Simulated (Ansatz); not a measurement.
The input, for Ansatz 0.2.0:

```yaml
crystal:
  periodic: [false, false, false]
  atoms:
    - {symbol: O, position_ang: [0.000000, 0.000000, -0.246767]}
    - {symbol: Be, position_ang: [0.000000, 0.000000, -1.628467]}
    - {symbol: H, position_ang: [0.000000, 0.000000, 1.875233]}
basis:
  gaussian: {orbitals: 6-31G, point_charges: [{charge: 1.00, position_ang: [3.291, 0.688, 0.318]}]}
magnetization: {spin_polarized: false, initial_magnetization: 1}
hamiltonian: {xc: {name: PBE0}}
correlation: {method: ccsdt_q_b, electrons: outside_noble_gas}
output: {forces: true}
```

```sh
$ ansatz run in.yaml --threads 1 --pin off --events-out ev --progress --plain --max-ram 2393MiB
```

The program prints:

```
390 factors; integrals over basis functions are off by at most 2.2e-7 eV
mean field evaluation 1: about -2446.2537 eV, gradient 6.7e1 eV
mean field evaluation 2: about -2446.2528 eV, gradient 6.7e1 eV
mean field evaluation 4: about -2454.5281 eV, gradient 2.5e1 eV
mean field evaluation 8: about -2455.5963 eV, gradient 7.2e0 eV
mean field evaluation 16: about -2456.6695 eV, gradient 1.4e-1 eV
mean field evaluation 32: about -2395.2626 eV, gradient 5.7e1 eV
mean field -2456.66953728 eV, -90.2809403048 hartree, gradient 2.8e-6 eV, S^2 0.750000; 0 other end points of the search recorded, 0 dependent functions left out
mean field evaluation 64: about -2446.4224 eV, gradient 1.4e0 eV
unrestricted determinant -2446.75806751 eV, -89.9167005088 hartree, S^2 1.6592
2 core orbitals not correlated: weight in the atoms' cores, before any rotation towards them, 1.000 or more for the frozen orbitals, at most 0.000 for the correlated occupied ones
reference -2445.81623140 eV, -89.8820886701 hartree; 5, 4 occupied and 13, 14 virtual orbitals, 390 factors
second order -5.59755416 eV of doubles, -0.30031342 eV of singles
cycle   1  -4.30665980 eV  change     1.6e0 eV  update   2.4e-1
cycle   2  -5.10578069 eV  change   -8.0e-1 eV  update   2.4e-1
cycle   3  -5.24785688 eV  change   -1.4e-1 eV  update   3.4e-2
...
cycle  24  -5.33741921 eV  change   -1.4e-5 eV  update   1.4e-5
cycle  25  -5.33742043 eV  change   -1.2e-6 eV  update   1.2e-5
cycle  26  -5.33741129 eV  change    9.1e-6 eV  update   9.1e-6
cycle  27  -5.33741376 eV  change   -2.5e-6 eV  update   6.5e-6
cycle  28  -5.33741469 eV  change   -9.3e-7 eV  update   4.9e-6
cycle  29  -5.33741312 eV  change    1.6e-6 eV  update   3.5e-6
cycle  30  -5.33741216 eV  change    9.6e-7 eV  update   2.4e-6
cycle  31  -5.33741196 eV  change    2.0e-7 eV  update   1.8e-6
cycle  32  -5.33741140 eV  change    5.6e-7 eV  update   1.3e-6
cycle  33  -5.33741183 eV  change   -4.3e-7 eV  update   7.4e-7
perturbative correction -0.03814980 eV, -0.0014019791 hartree
the calculation of the forces begins
Total energy: -2451.19179302 eV, -90.0796369162 hartree
Atom 0 at     0.000000     0.000000    -0.246767 Å, force     0.871422     0.182176     0.371640 eV/Å
Atom 1 at     0.000000     0.000000    -1.628467 Å, force    -0.454583    -0.095033    -0.742581 eV/Å
Atom 2 at     0.000000     0.000000     1.875233 Å, force    -0.002604    -0.000545     0.252853 eV/Å
Dipole moment:    -0.204470    -0.042746    -1.208598 e Å
```

Forces (eV/Å):
```
O    0.871  0.182  0.372
Be  -0.455 -0.095 -0.743
H   -0.003 -0.001  0.253
```

Ran on 1 thread of Arm Neoverse V1, shared host: 16 s wall, 0.18 GiB peak host memory.
